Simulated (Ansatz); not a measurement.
## Nudged elastic band run: C2H4OS

Input:

```yaml
crystal:
  periodic: [false, false, false]
  atoms:
    - { symbol: S, position_ang: [-1.589256, 0.643176, -0.663698] }
    - { symbol: C, position_ang: [0.004539, 0.39688, 0.150551] }
    - { symbol: C, position_ang: [0.508142, -0.981015, 0.290582] }
    - { symbol: O, position_ang: [1.116994, -0.051008, -0.609002] }
    - { symbol: H, position_ang: [-1.32522, 1.909231, -1.094095] }
    - { symbol: H, position_ang: [0.240409, 1.148568, 0.927946] }
    - { symbol: H, position_ang: [1.101609, -1.25951, 1.182255] }
    - { symbol: H, position_ang: [-0.057217, -1.806311, -0.18453] }
basis:
  gaussian: { orbitals: def2-SVP }
hamiltonian:
  xc: pbe
  dispersion: d4
neb:
  order_check: false
  images: 1
  f_tol: 0.05
  max_iterations: 60
  climbing: false
  final_atoms:
    - { symbol: S, position_ang: [-1.82834857, 0.40747988, -0.77590665] }
    - { symbol: C, position_ang: [-0.30699559, 0.65038534, -0.11615211] }
    - { symbol: C, position_ang: [0.43956099, -0.59140145, 0.19169625] }
    - { symbol: O, position_ang: [1.81847483, -0.37995229, 0.37635862] }
    - { symbol: H, position_ang: [-2.26284674, 1.7125823, -0.84187185] }
    - { symbol: H, position_ang: [1.89710332, 0.5846876, 0.52922575] }
    - { symbol: H, position_ang: [-0.06812531, -0.92959252, 1.14675335] }
    - { symbol: H, position_ang: [0.31117706, -1.45417787, -0.51009437] }
  initial_path:
    images:
      - { positions_ang: [[-1.589256, 0.643176, -0.663698], [0.004539, 0.39688, 0.150551], [0.508142, -0.981015, 0.290582], [1.116994, -0.051008, -0.609002], [-1.32522, 1.909231, -1.094095], [0.240409, 1.148568, 0.927946], [1.101609, -1.25951, 1.182255], [-0.057217, -1.806311, -0.18453]] }
      - { positions_ang: [[-1.65768246, 0.5713843, -0.72021165], [-0.21390722, 0.3317198, 0.33809892], [0.44810833, -0.97099194, 0.32454236], [1.0143942, 0.16339151, -0.26784706], [-1.37359564, 1.83139975, -1.03970093], [0.75482523, 1.13535933, 0.50725877], [0.93824581, -1.33346287, 1.2200873], [0.08961176, -1.72878889, -0.36221872]] }
      - { positions_ang: [[-1.82834857, 0.40747988, -0.77590665], [-0.30699559, 0.65038534, -0.11615211], [0.43956099, -0.59140145, 0.19169625], [1.81847483, -0.37995229, 0.37635862], [-2.26284674, 1.7125823, -0.84187185], [1.89710332, 0.5846876, 0.52922575], [-0.06812531, -0.92959252, 1.14675335], [0.31117706, -1.45417787, -0.51009437]] }
```

Run as:

```bash
$ ansatz run input.yaml --threads 1 --pin off --max-ram 2048MiB --backend cpu --events-out ev --progress --plain --runs-dir out
```

Output, in part (warnings, iteration lines, the closing report on the highest movable image, with atoms numbered from 0):

```
NEB end point (image 0): max|allowed force component| = 1.418e-2 eV/Å (the criterion of neb.relax_end_points is 1.000e-2)
NEB end point (image 2): max|allowed force component| = 8.120e-3 eV/Å (the criterion of neb.relax_end_points is 1.000e-2)
NEB iter   1: max|band force component| = 8.624e0 eV/Å  barrier→ = 3.5049 eV  barrier← = 1.7921 eV  Δτ_max = 0.2000 Å  (84 SCF iters)
NEB iter   2: max|band force component| = 6.112e0 eV/Å  barrier→ = 3.1090 eV  barrier← = 1.3962 eV  Δτ_max = 0.1974 Å  (36 SCF iters)
NEB iter   3: max|band force component| = 4.402e0 eV/Å  barrier→ = 3.0161 eV  barrier← = 1.3032 eV  Δτ_max = 0.1955 Å  (36 SCF iters)
NEB iter   4: max|band force component| = 2.520e0 eV/Å  barrier→ = 2.8388 eV  barrier← = 1.1259 eV  Δτ_max = 0.1899 Å  (37 SCF iters)
NEB iter   5: max|band force component| = 1.324e0 eV/Å  barrier→ = 2.4634 eV  barrier← = 0.7506 eV  Δτ_max = 0.1517 Å  (39 SCF iters)
NEB iter   6: max|band force component| = 8.122e-1 eV/Å  barrier→ = 2.2094 eV  barrier← = 0.4966 eV  Δτ_max = 0.0737 Å  (39 SCF iters)
NEB iter   7: max|band force component| = 5.068e-1 eV/Å  barrier→ = 2.1314 eV  barrier← = 0.4185 eV  Δτ_max = 0.0911 Å  (30 SCF iters)
NEB iter   8: max|band force component| = 2.510e-1 eV/Å  barrier→ = 2.0453 eV  barrier← = 0.3325 eV  Δτ_max = 0.0536 Å  (30 SCF iters)
NEB iter   9: max|band force component| = 2.056e-1 eV/Å  barrier→ = 2.0365 eV  barrier← = 0.3236 eV  Δτ_max = 0.0222 Å  (31 SCF iters)
NEB iter  10: max|band force component| = 3.222e-1 eV/Å  barrier→ = 2.0325 eV  barrier← = 0.3197 eV  Δτ_max = 0.0111 Å  (32 SCF iters)
NEB iter  11: max|band force component| = 6.575e-2 eV/Å  barrier→ = 2.0369 eV  barrier← = 0.3240 eV  Δτ_max = 0.0097 Å  (33 SCF iters)
NEB iter  12: max|band force component| = 2.056e-2 eV/Å  barrier→ = 2.0396 eV  barrier← = 0.3267 eV  Δτ_max = 0.0000 Å  (64 SCF iters)
Total energy: -15002.16682571 eV, -551.3194620110 hartree
Atom 0 at    -1.527100     0.489956    -0.796143 Å, force     0.396558     0.205226    -0.110334 eV/Å
Atom 1 at    -0.005083     0.494931     0.067261 Å, force     0.390379    -0.189630     0.197529 eV/Å
Atom 2 at     0.533831    -0.841410     0.282032 Å, force     0.074656    -0.310869     0.131612 eV/Å
Atom 3 at     1.728025    -0.306329    -0.163039 Å, force    -0.242940     0.053956    -0.591950 eV/Å
Atom 4 at    -2.004911     1.772051    -0.717629 Å, force     0.548366     0.186687    -0.089544 eV/Å
Atom 5 at     0.793418     1.187450     0.454600 Å, force    -1.385600     0.588761     0.089867 eV/Å
Atom 6 at     0.363234    -1.215562     1.321230 Å, force     0.514666    -0.311943     0.206963 eV/Å
Atom 7 at     0.118586    -1.581076    -0.448303 Å, force    -0.296085    -0.222188     0.165858 eV/Å
Dipole moment:    -0.668849     0.301526     0.076038 e Å
```

It converged. Neighbouring images differ by up to 2.0 eV, so the band resolves the path poorly. No image climbed, so the highest image needn't sit at the top of the path. So few images can step over the top or miss a turn of the path. The orbitals stay closed-shell, which can raise the energy where a bond breaks towards radicals; this wasn't checked here.

Final band (atoms are numbered from 1 in the order of the input):

```json
{"image": "0", "path coordinate (Å)": "0.00", "energy (eV)": "0.00", "C2–O4 (Å)": "1.42", "C2–H6 (Å)": "1.11", "O4–H6 (Å)": "2.14"}
{"image": "1", "path coordinate (Å)": "1.60", "energy (eV)": "2.04", "C2–O4 (Å)": "1.92", "C2–H6 (Å)": "1.13", "O4–H6 (Å)": "1.87"}
{"image": "2", "path coordinate (Å)": "3.21", "energy (eV)": "1.71", "C2–O4 (Å)": "2.41", "C2–H6 (Å)": "2.30", "O4–H6 (Å)": "0.98"}
```

Time of the run: 26 s on 1 thread of Intel(R) Xeon(R) Platinum 8488C (Sapphire Rapids), with other jobs on the host, peak memory 0.15 GiB.
